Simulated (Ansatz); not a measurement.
## Gadolinium, hcp: convergence with Fermi-Dirac smearing

Computed with Ansatz, LDA, scalar-relativistic PAW, on the relaxed cell (a = 3.484 Å, c = 5.587 Å (c/a = 1.603); ferromagnetic, net 7.42 μB per atom). Errors count from a run at 420 eV on a Γ-centred 14×14×8 mesh with Fermi-Dirac smearing of 0.05 eV, extrapolated to zero width. Fixed here: cutoff 420 eV, mesh 10×10×6.

```json
{"width (eV)": "0.01", "E(σ→0) error (meV/atom)": "-0.9", "F error (meV/atom)": "-1.3", "P (GPa)": "0.03", "sphere moment (μB)": "7.25", "SCF iterations": "19"}
{"width (eV)": "0.03", "E(σ→0) error (meV/atom)": "-1.1", "F error (meV/atom)": "-4.0", "P (GPa)": "-0.02", "sphere moment (μB)": "7.23", "SCF iterations": "16"}
{"width (eV)": "0.1", "E(σ→0) error (meV/atom)": "-0.5", "F error (meV/atom)": "-35.0", "P (GPa)": "0.14", "sphere moment (μB)": "7.18", "SCF iterations": "20"}
{"width (eV)": "0.2", "E(σ→0) error (meV/atom)": "0.2", "F error (meV/atom)": "-140.3", "P (GPa)": "0.87", "sphere moment (μB)": "7.10", "SCF iterations": "21"}
{"width (eV)": "0.6", "E(σ→0) error (meV/atom)": "17.4", "F error (meV/atom)": "-1207.3", "P (GPa)": "4.54", "sphere moment (μB)": "6.75", "SCF iterations": "20"}
{"width (eV)": "1.0", "E(σ→0) error (meV/atom)": "900.7", "F error (meV/atom)": "-3818.2", "P (GPa)": "7.25", "sphere moment (μB)": "4.78", "SCF iterations": "23"}
```

Problem. What does the run at 0.3 give (width)?

Solution. E(σ→0) error (meV/atom): -6.7; F error (meV/atom): -313.3; P (GPa): 1.79; sphere moment (μB): 7.03; SCF iterations: 20.
